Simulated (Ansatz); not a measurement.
Reaction (isomerisation): `C=C(C)C=O` → `C1=CCOC1`

Program: Ansatz. Geometries: PBE0-D4/def2-TZVP. ΔE: electronic, gas phase. CCSD(T)/CBS is the MP2 limit (def2-TZVPP, def2-QZVPP) plus CCSD(T) − MP2 in def2-TZVPP, frozen cores. One conformer a species, not always the lowest.

`C=C(C)C=O`:

Z-matrix (Å, degrees):
```
C
C 1 1.489
H 1 1.090 2 111.4
H 1 1.093 2 110.4 3 121.5
H 1 1.093 2 110.4 3 -121.4
C 2 1.476 1 117.4 3 -179.8
C 2 1.333 1 125.4 3 0.2
O 6 1.204 2 124.2 1 0.0
H 6 1.111 2 114.7 1 180.0
H 7 1.084 2 122.2 1 -0.0
H 7 1.086 2 120.6 1 180.0
```

`C1=CCOC1`:

```xyz
11

C     0.213    1.074   -0.186
C    -0.922    0.562    0.261
C    -0.794   -0.921    0.372
O     0.527   -1.212   -0.051
C     1.202   -0.020   -0.414
H     0.424    2.119   -0.370
H    -1.823    1.105    0.515
H    -1.516   -1.451   -0.265
H    -0.943   -1.277    1.402
H     2.106    0.099    0.201
H     1.526   -0.078   -1.463
```

| species | CCSD(T)/CBS(def2) energy (Eh) |
| --- | --- |
| `C=C(C)C=O` | -230.96479 |
| `C1=CCOC1` | -230.95100 |

Q: Work out ΔE.

A: ΔE = (-230.95100) − (-230.96479) = 0.01379 Eh = +36.2 kJ/mol.

Largest T1 diagnostic among the species: 0.014.

From PBE to PBE0 (25 % exact exchange), in def2-TZVPP and without D4, ΔE moves by −13.8 kJ/mol. At CCSD(T), def2-SVP lies +16.2 kJ/mol from the extrapolated value and def2-TZVPP +3.1 kJ/mol. In def2-TZVPP, CCSD(T) changes the Hartree–Fock value by −4.4 kJ/mol (the triples alone add +3.5 kJ/mol) and MP2 by −4.6 kJ/mol.
